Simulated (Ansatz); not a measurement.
**Which is lower?**

Two relaxed structures of C2HS (charge -1), singlet (PBE0-D4/def2-TZVPD; forces vanish, vibrations not checked).

A:

C1  (0.748, -1.298, 1.025)
C2  (0.267, -0.496, 0.205)
S3  (-0.344, 0.484, -1.032)
H4  (-0.802, 1.545, -0.327)
(Å)

B:

| atom | x (Å) | y (Å) | z (Å) |
| --- | --- | --- | --- |
| C1 | -0.3316 | 0.6003 | -0.3290 |
| C2 | 0.2024 | -0.3663 | 0.2007 |
| S3 | 0.9239 | -1.6725 | 0.9164 |
| H4 | -0.7947 | 1.4386 | -0.7880 |

Program: Ansatz 0.2.0. Basis: def2-TZVPPD. Cores are frozen in the correlated methods. B3LYP uses VWN-RPA correlation.

Which structure is lower at CCSD(T), and by how much? (To be estimated.)

The calculation gives: B, by 1.744 eV (electronic energy, against the other). By their contacts, A is C₂HS ([C][C][SH]), total charge -1 and B is C₂HS ([CH][C][S]), total charge -1.

All methods give the same order:

| method | E(B) − E(A) (eV) |
| --- | --- |
| PBE-D4 | -1.853 |
| r2SCAN-D4 | -1.870 |
| PBE0-D4 | -1.868 |
| B3LYP-D4 | -1.845 |
| wB97M-V | -1.757 |
| HF | -1.762 |
| MP2 | -1.876 |
| CCSD | -1.750 |
| CCSD(T) | -1.744 |

No T1 diagnostic of these runs exceeds 0.018.

Labels in which every atom is bracketed show which atoms are joined, not bond orders.

For scale, one of the runs: CCSD(T)/def2-TZVPPD, 142 basis functions, launched by `ansatz run in.yaml --threads 2 --pin off --events-out ev --progress --plain --max-ram 4352MiB`. Time: 4.4 s of wall clock on 2 CPU threads of an Arm Neoverse V2; the host was shared. Peak host memory: 0.6 GiB.
